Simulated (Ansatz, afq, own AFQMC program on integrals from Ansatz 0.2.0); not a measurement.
SiH3Br, singlet in cc-pVTZ, levels against CCSDT(Q)

| atom | x (Å) | y (Å) | z (Å) |
| --- | --- | --- | --- |
| Br | -0.9175 | 0.0159 | 0.0000 |
| H | 0.6865 | 0.0159 | 0.0000 |
| Si | 2.3715 | 0.0159 | 0.0000 |
| H | 2.9837 | -0.8584 | 1.0900 |
| H | 2.9837 | -0.8584 | -1.0900 |

Connectivity, by distances: Br ··· SiH2, 1 bridging H.

Basis cc-pVTZ. Noble-gas cores (and the filled d shells of Ga–Kr and In–Xe) are frozen. AFQMC by an in-house program on the Cholesky factors that Ansatz 0.2.0 writes for its CCSD(T) run. ph-AFQMC/CISD is guided by a CISD state made of CCSD amplitudes; releasing the constraint for a short imaginary time cuts its bias at the price of noise, slowly where states lie close. Error bars are statistical, one sigma. No spin–orbit coupling.

Determinant: RHF, the one that the program's search chose, which needn't be the lowest solution. The geometry is a point of a scan.

No full CI on the walks' own integrals is used here; CCSDT(Q) serves as the reference and is uncertain by about the last step of the cluster series.

Cautions: no relativity below Rb; no spin-orbit coupling; inner d shell frozen; higher spins were not checked; restricted determinant unstable towards unrestricted (UHF 419 meV lower, ⟨S²⟩ 0.71).

The T1 diagnostic is 0.0143. The weight of the determinant in the CISD state is 0.826 and the size of the correlated space is 14 electrons in 100 orbitals.

```tsv
level	correlation energy (eV)
MP2	-8.2837
CCSD	-9.3917
CCSD(T)	-9.7950
```

Estimate where phaseless AFQMC with a CISD trial lies against CCSD(T) on the same integrals.

1.66 ± 0.21 mEh below CCSD(T).

Reference: CCSDT(Q), correlation energy -9.868 eV. The released energy is read at 2.40 1/Eh (meV from the phaseless value at times in 1/Eh: -10 ± 6 at 0.24, -16 ± 5 at 0.51, -21 ± 5 at 0.99, -16 ± 6 at 1.62, -20 ± 8 at 2.40).

| level | E − E(reference) (mEh) | share of correlation (%) |
| --- | --- | --- |
| CCSD(T) | 2.67 | 99.26 |
| CCSDT | 0.97 | 99.73 |
| ph-AFQMC/CISD | 1.01 ± 0.21 | 99.72 |
| released AFQMC | 0.27 ± 0.28 | 99.93 |

A walk keeps the symmetry of its determinant, which the program's search chose and which needn't be the lowest solution, so a lower state of the same spin and another symmetry isn't excluded. Released energies are given only where the last usable release times agree within the noise; a slower fall can still hide under it.
